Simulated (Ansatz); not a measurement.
```yaml
crystal:
  periodic: [false, false, false]
  atoms:
    - {symbol: Al, position_ang: [-2.349498, -0.808412, -0.009482]}
    - {symbol: Ga, position_ang: [0.065350, 0.661913, 0.006848]}
    - {symbol: Cl, position_ang: [1.740296, -0.707701, -0.006429]}
    - {symbol: H, position_ang: [-2.839524, 0.745811, 0.006280]}
basis:
  gaussian: {orbitals: def2-TZVP}
hamiltonian: {xc: pbe0}
relax: {f_tol: 0.004, max_steps: 80}
```

```sh
$ ansatz run in.yaml --threads 1 --pin off --events-out ev --progress --plain --max-ram 2176MiB
```

Steps of the relaxation (energy above the last step; positions in Å, forces in eV/Å):

```
4
step 1, 306.2 meV
Al   -2.349   -0.808   -0.009    0.145    0.127    0.001
Ga    0.065    0.662    0.007   -0.234   -0.128   -0.001
Cl    1.740   -0.708   -0.006    0.642   -0.181   -0.002
H    -2.840    0.746    0.006   -0.553    0.182    0.002
```

```
4
step 2, 130.5 meV
Al   -2.364   -0.745   -0.009    0.128    0.384    0.004
Ga    0.125    0.581    0.006   -0.114   -0.344   -0.004
Cl    1.889   -0.708   -0.006    0.260    0.056    0.001
H    -3.034    0.764    0.006   -0.275   -0.096   -0.001
```

```
4
step 3, 30.3 meV
Al   -2.329   -0.642   -0.008   -0.353    0.422    0.004
Ga    0.135    0.441    0.005    0.406   -0.250   -0.002
Cl    2.037   -0.691   -0.006   -0.237    0.223    0.002
H    -3.227    0.783    0.006    0.184   -0.395   -0.004
```

```
4
step 6, 1.1 meV
Al   -2.407   -0.618   -0.008   -0.006   -0.019    0.000
Ga    0.149    0.339    0.004   -0.004    0.001    0.000
Cl    2.107   -0.629   -0.005   -0.001    0.005    0.000
H    -3.231    0.799    0.007    0.012    0.013    0.000
```

```
4
step 7, 0.2 meV
Al   -2.430   -0.635   -0.008   -0.016   -0.011    0.000
Ga    0.123    0.304    0.003    0.008    0.005    0.000
Cl    2.112   -0.597   -0.005    0.006    0.000    0.000
H    -3.189    0.820    0.007    0.002    0.005    0.000
```

```
4
step 10, 0.0 meV
Al   -2.451   -0.645   -0.008    0.000    0.001    0.000
Ga    0.113    0.280    0.003    0.000   -0.001    0.000
Cl    2.121   -0.576   -0.005    0.000    0.000    0.000
H    -3.166    0.833    0.007    0.000   -0.001    0.000
```

Close pairs at the end: Al1–H4 1.642 Å, Ga2–Cl3 2.183 Å, Al1–Ga2 2.726 Å.

A stationary point of restricted PBE0 after 10 steps (its stability towards spin polarisation wasn't tested); no frequencies were run, so it isn't proven a minimum. 35 s on 1 thread of Intel Xeon Platinum 8488C, shared host.
